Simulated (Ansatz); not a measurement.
An Ansatz input:

```yaml
crystal:
  lattice:
    - [12.0, 0.0, 0.0]
    - [0.0, 12.3, 0.0]
    - [0.0, 0.0, 12.6]
  atoms:
    - { symbol: H, position: [0.5, 0.5, 0.4702380952] }
    - { symbol: H, position: [0.5, 0.5, 0.5297619048] }
hamiltonian:
  xc: pbe
  pseudopotentials:
    kind: paw
    azcp:
      H: "pseudopotentials/H.paw.azcp"
basis:
  ecutwfc: 420
  fft_grid_basis: typed
kpoints:
  mp_grid: { grid: [1, 1, 1], shift: [0, 0, 0] }
magnetization:
  spin_polarized: false
scf:
  occupations: { method: fermi_dirac, width: 0.01 }
```

and its output:

```
Engine: ansatz 0.2.0, x86_64-unknown-linux-gnu
Pseudopotentials: kind: paw
Pseudopotential: H, paw, valence charge 1, recommended cutoff 420 eV (normal) 
Functional definition: PBE
  parameter kappa = 0.804
  parameter beta = 0.06672455060314922
  exchange = pbe_x(kappa = kappa, mu = beta*pi^2/3)
  correlation = pbe_c(beta = beta)
Crystal: 2 atoms, lattice volume = 1859.760 Å³
Basis set: ecut = 420 eV, 36331 PW (Γ)
Bands: 5, of which v1, the nominal top of the filled ones, is band 1 counted from 1 (0 counted from 0)
Symmetry: 8 space group operations
Space group: Pmmm (ITA 47), of the structure as read, at distance tolerance 1.2e-4 Å
k-points: 1
Non-local potential: H, projectors of the file, l = 0: 2, l = 1: 1
PAW form: soft (Blöchl's): semilocal exchange-correlation on the pseudo side does not see the compensation charge
PAW one-centre angular grid: H, 110 points (default); XC on 64 Gauss nodes
Initial density: superposition of atomic densities (neutral atoms: chi_scale 0, normalization atom), corrected by the library's trained network
Initial wavefunctions: pseudopotential atomic-orbital guess
Functional: x = pbe(κ = 0.804, μ = 0.2195149727645171), c = pbe(β = 0.06672455060314922)
SCF iter   1: F=—  HF=-31.744041 eV  |F-HF|=—  |Δ(HF+E_count)|=         —  Δρ=7.80e-5  dr2=8.43e-5  ethr=1.77e-3  ⟨swp⟩=8.0  Hψ=67  notcnv=0
SCF iter   2: F=—  HF=-31.744161 eV  |F-HF|=—  |Δ(HF+E_count)|=   1.21e-4  Δρ=2.17e-5  dr2=6.11e-6  ethr=4.22e-6  ⟨swp⟩=4.0  Hψ=24  notcnv=0
SCF iter   3: F=—  HF=-31.744323 eV  |F-HF|=—  |Δ(HF+E_count)|=   1.62e-4  Δρ=4.69e-6  dr2=1.83e-7  ethr=3.05e-7  ⟨swp⟩=4.0  Hψ=18  notcnv=0
iter 4 did not close the SCF: its close was put off for the readings that it lacked (scf_convergence_deferred on its scf_iter line)
SCF iter   4: F=-31.744343 eV  HF=-31.744343 eV  |F-HF|=7.23e-9  |Δ(HF+E_count)|=   1.99e-5  Δρ=1.03e-6  dr2=1.14e-8  ethr=9.17e-9  ⟨swp⟩=4.0  Hψ=18  notcnv=0
iter 5 did not close the SCF: its close was put off for the readings that it lacked (scf_convergence_deferred on its scf_iter line)
SCF iter   5: F=-31.744343 eV  HF=-31.744343 eV  |F-HF|=4.77e-11  |Δ(HF+E_count)|=   8.71e-9  Δρ=4.40e-8  dr2=1.59e-11  ethr=5.70e-10  ⟨swp⟩=2.0  Hψ=6  notcnv=0
SCF iter   6: F=-31.744343 eV  HF=-31.744343 eV  |F-HF|=1.30e-12  |Δ(HF+E_count)|=  4.92e-11  Δρ=1.59e-8  dr2=3.06e-12  ethr=1.00e-12  ⟨swp⟩=1.0  Hψ=13  notcnv=0
SCF 1 converged in 6 iterations: F = -31.744343 eV  dr2 = 3.06e-12
SCF converged after 6 iterations
Free energy (F): -31.744343 eV
Harris-Foulkes:  -31.744343 eV  (|F-HF|=1.30e-12)
Internal energy: -31.744343 eV  (E = F + TS)
E sigma→0 (E₀):  -31.744343 eV
Fermi energy:    -5.214141 eV
--- Per-component energies (eV) ---
  E_band       = -20.640161
  E_kinetic    = 26.763381
  E_local      = -84.724239  (includes V_loc(G=0)·N_el)
  E_nonlocal   = 3.380062
  E_hartree    = 28.931387
  E_xc         = -17.518402
  E_vxc        = -22.507653  (∫ρ·V_xc dr)
  E_paw        = -1.141140  (= ΣΔE_a)
  E_vpaw       = -1.411973  (= ΣTr[D̂ρ^β])
  E_aug_tail   = -0.002523  (compensation charges beyond the density's cutoff)
  E_ewald      = 12.567131
  E_smearing   = -0.000000  (= −TS)
  E_closure    = 0.000000  (closes the sum)
  Σ components = -31.744343   (vs F -31.744343, Δ=0.00e0)
```
